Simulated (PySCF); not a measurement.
Species: C3H8N (doublet state).
Z-matrix (Å and degrees, PBE0-D3(BJ)/def2-SVP geometry), rows numbered from 1:
```
C 
C   1  1.4832
C   2  1.4861  1  121.71
N   3  1.4498  2  111.46  1  -166.12
H   1  1.1008  2  111.93  3   163.43
H   1  1.1035  2  111.82  3    41.99
H   1  1.1106  2  112.11  3   -77.10
H   2  1.0957  1  119.73  3   161.71
H   3  1.1154  2  108.70  1   -38.47
H   3  1.1130  2  109.37  1    75.06
H   4  1.0183  3  109.80  2    65.17
H   4  1.0172  3  110.75  2  -177.27
```

The hyperfine couplings belong to this conformer and change with its torsions.

Identity: `C[CH]CN` [radical].

Theory: UKS B3LYP, IGLO-III on C N, pcH-1 on H, non-relativistic, mean-field spin-orbit, GIAO (PySCF 2.14.0). One conformer (not necessarily the lowest) at the PBE0-D3(BJ)/def2-SVP geometry, without solvent, vibrations or thermal averaging. No stability test was run, so a lower SCF solution isn't excluded.

(1) Where do the isotropic ENDOR lines of N4, H9/H10, H5/H6/H7, H8 and H11/H12 fall at 3350.9 mT, to first order?

(2) Which pairs are centred on the nuclear Larmor frequency, and which on half the coupling?

(3) At what field would the lower line of H9/H10 fall to zero frequency?

Answers

(1) For S = 1/2 in fast tumbling each set of equivalent nuclei gives two lines, ν± = |νn ± a/2| to first order, with νn = g_N μN B/h and μN/h = 7.62259 MHz/T.

```json
{"nuclei": "N4", "isotope": "14N", "g_N": "0.4038", "νn (MHz)": "10.31", "a_iso (MHz)": "8.89", "lower line (MHz)": "5.87", "upper line (MHz)": "14.76"}
{"nuclei": "H9/H10", "isotope": "1H", "g_N": "5.5857", "νn (MHz)": "142.67", "a_iso (MHz)": "94.59", "lower line (MHz)": "95.38", "upper line (MHz)": "189.97"}
{"nuclei": "H5/H6/H7", "isotope": "1H", "g_N": "5.5857", "νn (MHz)": "142.67", "a_iso (MHz)": "75.09", "lower line (MHz)": "105.13", "upper line (MHz)": "180.22"}
{"nuclei": "H8", "isotope": "1H", "g_N": "5.5857", "νn (MHz)": "142.67", "a_iso (MHz)": "-54.56", "lower line (MHz)": "115.39", "upper line (MHz)": "169.95"}
{"nuclei": "H11/H12", "isotope": "1H", "g_N": "5.5857", "νn (MHz)": "142.67", "a_iso (MHz)": "-0.62", "lower line (MHz)": "142.36", "upper line (MHz)": "142.98"}
```

(2) Centred on νn, since |a| < 2νn: N4, H9/H10, H5/H6/H7, H8 and H11/H12. No pair has |a| > 2νn.

(3) Where νn = |a|/2, that is B = 47.30 MHz/(5.5857 × 7.62259 MHz/T) = 1110 mT, as far as first order holds there.

Class means assume fast exchange of nuclei equivalent by connectivity; if that motion is slow, each nucleus keeps its own coupling. The three 1H nuclei of mean +75.1 MHz run from 31.1 to 152.2 MHz in the frozen geometry. The 1H value of +94.6 MHz is a mean of couplings from 51.0 to 138.2 MHz in this one geometry, not an average over conformers.

Largest spin populations (Mulliken): C2 (+1.02), C1 (-0.09), C3 (-0.09) and H7 (+0.07). C2 is the only atom above +0.15. The positive populations add up to 1.23 and the negative ones to -0.23, together 2S = 1. The angles at C2 add up to 357.6°, so it is nearly planar; its axial dipolar tensor and the negative coupling of its proton fit spin in a p orbital normal to that plane.
